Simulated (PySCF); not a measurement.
hydrogen sulfide (H2S), SMILES S. Atoms are numbered in the order given.

```xyz
3

S      0.0000     0.0000     0.1033
H      0.0000    -0.9673    -0.8265
H      0.0000     0.9673    -0.8265
```

The structure is a stationary point at PBE0-D3(BJ)/def2-TZVPD.

Level of theory: PBE0/pcJ-2 (PySCF).

Isotropic couplings with Fermi-contact, spin-dipole and both spin-orbit terms, one fixed conformer, no vibrational averaging. Isotopes: 1H.

Computed spin–spin coupling constants:
```csv
pair,bonds apart,J (Hz)
H2–H3,2,-12.5
```
